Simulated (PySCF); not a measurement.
# C3H9N (Methylaminoethane): the cost of one run

Computed with PySCF 2.14.0, with density-fitted response routines of our own, on a single molecule in the gas phase. Atoms are numbered from 0 throughout.

## (1) The starting structure

13 atoms, charge 0, multiplicity 1; geometry from: MMFF94s. The atoms were then displaced at random by about 0.03 Å, so the start is not that level's minimum.

Bonds of the start (Å): C0–C1 1.44, C1–N2 1.43, N2–C3 1.60, C0–H4 1.18, C0–H5 1.09, C0–H6 1.10, C1–H7 1.08, C1–H8 1.03, N2–H9 1.07, C3–H10 1.02, C3–H11 1.06, C3–H12 1.02.

## (2) Relaxing the molecule at PBE0-D3(BJ)/def2-SVP

Job settings and geometry (Å):

```
{"job": {"xc": "PBE0", "basis": "def2-SVP", "d3": "d3bj", "grid": 1, "shake": 0.03, "kind": "geom"}, "charge": 0, "multiplicity": 1}
C     -1.781850    -0.089210     0.251700
C     -0.463120    -0.449520    -0.194810
N      0.447750     0.622770     0.085960
C      1.959390     0.251970    -0.282650
H     -2.167870     0.875790    -0.316380
H     -2.575580    -0.788910     0.000440
H     -1.859290     0.173030     1.317360
H     -0.127210    -1.340970     0.324120
H     -0.457850    -0.631090    -1.205640
H      0.479160     0.828400     1.140450
H      2.523240     1.054980    -0.018790
H      1.942460     0.050750    -1.326900
H      2.111400    -0.610130     0.247360
```

The run is started by

```bash
$ OMP_NUM_THREADS=1 python probes_run.py task.json out
```

The driver reads the jobs from task.json and runs them one after another.

**Question.** How long does this first job take on 1 thread of Arm Neoverse V2, shared host, and how much memory does it need?

About 22 s, with a peak of 0.4 GiB.
